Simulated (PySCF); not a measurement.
A geometry optimisation, step by step.

Compound: C₄H₅NS.
Numbering: `[NH2:1][c:2]1[cH:3][cH:4][s:5][cH:6]1` (hydrogens: H7, H8 on N1; H9 on C3; H10 on C4; H11 on C6)

Computed by this run: PySCF, PBE0-D3(BJ)/def2-SVP geometry optimisation, gas phase; density fitting, grid level 1; the optimiser is geomeTRIC in internal coordinates, started from an MMFF94s structure. The frame can shift and turn from step to step; on so coarse a grid that alone can change the energy by a few meV, and forces under 0.02 eV/Å are noise.

Step 0: E = -16536.5806 eV, largest atomic force 2.297 eV/Å
```
atom  x, y, z in Å  |  force x, y, z in eV/Å
N1      1.762   -0.155    0.241    2.172  -0.535   0.523
C2      0.459    0.061   -0.005   -0.233   0.350  -0.249
C3     -0.581   -0.778    0.470   -1.040   0.233  -0.235
C4     -1.823   -0.329    0.076    0.471   0.029   0.015
S5     -1.722    1.099   -0.864   -0.256  -0.145   0.076
C6     -0.013    1.119   -0.743   -0.379   0.148  -0.126
H7      2.095   -0.942    0.788   -0.357   0.233  -0.182
H8      2.497    0.454   -0.106   -0.464  -0.097   0.028
H9     -0.439   -1.667    1.071    0.120  -0.254   0.178
H10    -2.786   -0.770    0.292   -0.255  -0.144   0.076
H11     0.550    1.907   -1.221    0.221   0.182  -0.103
```

Step 1: E = -16536.6312 eV, largest atomic force 0.387 eV/Å
```
atom  x, y, z in Å  |  force x, y, z in eV/Å
N1      1.803   -0.173    0.255   -0.384   0.022  -0.045
C2      0.474    0.074   -0.012   -0.068  -0.035   0.018
C3     -0.598   -0.769    0.458    0.284   0.109  -0.048
C4     -1.835   -0.328    0.072    0.092  -0.073   0.055
S5     -1.740    1.100   -0.858    0.049   0.148  -0.095
C6     -0.018    1.138   -0.748    0.023  -0.192   0.130
H7      2.080   -0.972    0.798   -0.014  -0.020   0.012
H8      2.521    0.440   -0.090    0.031   0.031  -0.019
H9     -0.436   -1.666    1.060   -0.014   0.004  -0.004
H10    -2.802   -0.780    0.293    0.033   0.007  -0.002
H11     0.552    1.934   -1.226   -0.031  -0.001  -0.001
```

Step 2: E = -16536.6317 eV, largest atomic force 0.299 eV/Å
```
atom  x, y, z in Å  |  force x, y, z in eV/Å
N1      1.787   -0.177    0.256    0.020   0.080  -0.050
C2      0.468    0.081   -0.016    0.144  -0.105   0.081
C3     -0.583   -0.770    0.460   -0.085   0.236  -0.163
C4     -1.817   -0.325    0.071   -0.209  -0.152   0.083
S5     -1.741    1.107   -0.862    0.040  -0.059   0.043
C6     -0.022    1.143   -0.751    0.085  -0.003   0.009
H7      2.045   -0.981    0.801    0.022   0.012  -0.006
H8      2.515    0.428   -0.084    0.015  -0.017   0.011
H9     -0.417   -1.666    1.062   -0.016   0.017  -0.013
H10    -2.780   -0.779    0.294   -0.022  -0.003   0.001
H11     0.545    1.939   -1.229    0.006  -0.005   0.004
```

Step 3: E = -16536.6353 eV, largest atomic force 0.103 eV/Å
```
atom  x, y, z in Å  |  force x, y, z in eV/Å
N1      1.791   -0.174    0.254    0.056  -0.020   0.018
C2      0.472    0.077   -0.013    0.011  -0.003   0.003
C3     -0.589   -0.764    0.456   -0.028  -0.084   0.052
C4     -1.828   -0.328    0.073    0.016   0.032  -0.020
S5     -1.736    1.104   -0.860   -0.029   0.015  -0.011
C6     -0.016    1.137   -0.747   -0.036   0.076  -0.052
H7      2.056   -0.977    0.799    0.024   0.008  -0.004
H8      2.516    0.434   -0.088   -0.009  -0.019   0.011
H9     -0.425   -1.660    1.057   -0.004  -0.016   0.010
H10    -2.791   -0.783    0.296    0.000   0.002  -0.001
H11     0.552    1.933   -1.225    0.000   0.009  -0.005
```

Step 4: E = -16536.6355 eV, largest atomic force 0.030 eV/Å
```
atom  x, y, z in Å  |  force x, y, z in eV/Å
N1      1.793   -0.176    0.255   -0.021   0.017  -0.013
C2      0.472    0.075   -0.012   -0.020  -0.008   0.004
C3     -0.592   -0.767    0.457    0.026   0.013  -0.007
C4     -1.828   -0.326    0.071    0.001  -0.012   0.008
S5     -1.737    1.106   -0.861    0.018  -0.002   0.003
C6     -0.017    1.137   -0.747    0.015  -0.009   0.008
H7      2.069   -0.976    0.799   -0.024  -0.008   0.003
H8      2.515    0.435   -0.089    0.010   0.006  -0.004
H9     -0.431   -1.664    1.059   -0.004   0.002  -0.002
H10    -2.794   -0.779    0.293    0.002   0.000   0.000
H11     0.552    1.933   -1.225   -0.001   0.001   0.000
```

Step 5: E = -16536.6357 eV, largest atomic force 0.024 eV/Å
```
atom  x, y, z in Å  |  force x, y, z in eV/Å
N1      1.792   -0.176    0.255   -0.016  -0.003   0.001
C2      0.472    0.077   -0.013    0.005   0.002  -0.001
C3     -0.591   -0.766    0.457    0.009   0.014  -0.009
C4     -1.827   -0.326    0.072    0.002   0.001   0.000
S5     -1.736    1.106   -0.860   -0.005   0.005  -0.004
C6     -0.016    1.139   -0.748   -0.002  -0.020   0.014
H7      2.059   -0.978    0.800    0.008   0.000   0.000
H8      2.518    0.431   -0.087    0.000  -0.001   0.000
H9     -0.429   -1.663    1.058   -0.001   0.002  -0.002
H10    -2.792   -0.780    0.294    0.000   0.001  -0.001
H11     0.552    1.935   -1.226   -0.002  -0.002   0.002
```

Task: Summarise the path.

Result: The energy falls by 1.27 kcal/mol from step 0 to step 5; nine tenths of that is first reached at step 1. It falls at every step. The largest force goes from 2.297 to 0.024 eV/Å. Among the bonds N1–C2 changes most, from 1.343 to 1.371 Å; the atoms move by 0.025 Å rms after alignment.

Task: Follow the three bonds and two angles with the largest change from start to end.

Result: 
```json
{"step": "0", "E above end (kcal/mol)": "1.27", "largest force (eV/Å)": "2.297", "N1–C2 (Å)": "1.343", "C2–C3 (Å)": "1.418", "C3–C4 (Å)": "1.379", "H7–N1–H8 (°)": "114.4", "C2–N1–H7 (°)": "122.8"}
{"step": "1", "E above end (kcal/mol)": "0.10", "largest force (eV/Å)": "0.387", "N1–C2 (Å)": "1.377", "C2–C3 (Å)": "1.443", "C3–C4 (Å)": "1.369", "H7–N1–H8 (°)": "118.3", "C2–N1–H7 (°)": "120.9"}
{"step": "2", "E above end (kcal/mol)": "0.09", "largest force (eV/Å)": "0.299", "N1–C2 (Å)": "1.371", "C2–C3 (Å)": "1.435", "C3–C4 (Å)": "1.368", "H7–N1–H8 (°)": "118.5", "C2–N1–H7 (°)": "120.4"}
{"step": "3", "E above end (kcal/mol)": "0.01", "largest force (eV/Å)": "0.103", "N1–C2 (Å)": "1.369", "C2–C3 (Å)": "1.433", "C3–C4 (Å)": "1.368", "H7–N1–H8 (°)": "118.5", "C2–N1–H7 (°)": "120.4"}
{"step": "4", "E above end (kcal/mol)": "0.00", "largest force (eV/Å)": "0.030", "N1–C2 (Å)": "1.371", "C2–C3 (Å)": "1.436", "C3–C4 (Å)": "1.368", "H7–N1–H8 (°)": "118.1", "C2–N1–H7 (°)": "121.0"}
{"step": "5", "E above end (kcal/mol)": "0.00", "largest force (eV/Å)": "0.024", "N1–C2 (Å)": "1.371", "C2–C3 (Å)": "1.435", "C3–C4 (Å)": "1.368", "H7–N1–H8 (°)": "118.3", "C2–N1–H7 (°)": "120.6"}
```

The cost below is that of the whole optimisation. On Intel Xeon Platinum 8488C, one thread, shared host, this took 26 s and 0.47 GiB of memory at its peak.
